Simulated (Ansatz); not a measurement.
Conformers of C4H6O2, SMILES `C=CCOC=O`, each relaxed with PBE0-D4/def2-TZVP in Ansatz. CBS adds the triple-zeta coupled-cluster correction to the MP2 limit.

Not all of them had a frequency check.

Conformer A:

Z-matrix (Å, degrees):
```
C
C 1 1.489
O 1 1.442 2 111.7
H 1 1.093 2 110.8 3 120.9
H 1 1.090 2 111.1 3 -116.8
C 2 1.324 1 123.2 3 117.8
H 2 1.086 1 116.1 3 -63.4
C 3 1.329 1 116.2 2 82.3
H 6 1.084 2 121.6 1 178.3
H 6 1.086 2 121.4 1 -1.2
O 8 1.197 3 126.2 1 -0.5
H 8 1.100 3 109.1 1 179.3
```

Conformer B:

```xyz
12

C     1.329   -0.329    1.815
C     0.148   -0.129    1.250
C    -0.024    0.396   -0.128
O    -0.877   -0.512   -0.848
C    -1.204   -0.132   -2.079
O    -0.851    0.876   -2.618
H     1.416   -0.676    2.838
H     2.253   -0.146    1.276
H    -0.766   -0.325    1.804
H    -0.499    1.382   -0.126
H     0.931    0.487   -0.650
H    -1.855   -0.893   -2.533
```

(1) Which is lowest in electronic energy at CCSD(T)/CBS (frozen core, def2 sets), and by how much? (Estimate.)

(2) Give the energies relative to A (kJ/mol) with PBE-D4/def2-TZVPP, B3LYP-D4/def2-TZVPP, B2PLYP/def2-TZVPP, PBE0/def2-TZVPP, SCS-MP2/def2-TZVPP, CCSD/def2-TZVPP, CCSD/CBS(def2). (An estimate is asked.)

Results:

(1) Ansatz gave: A; B lies 0.6 kJ/mol higher. Gaps under about 2 kJ/mol don't settle the order.

(2) The calculation gave: 
```json
{"level": "PBE-D4/def2-TZVPP", "B": "0.7"}
{"level": "B3LYP-D4/def2-TZVPP", "B": "0.8"}
{"level": "B2PLYP/def2-TZVPP", "B": "-0.1"}
{"level": "PBE0/def2-TZVPP", "B": "-0.6"}
{"level": "SCS-MP2/def2-TZVPP", "B": "0.4"}
{"level": "CCSD/def2-TZVPP", "B": "0.1"}
{"level": "CCSD/CBS(def2)", "B": "-0.1"}
```

B3LYP here is the variant with VWN-RPA as its local correlation; programs differ in this.
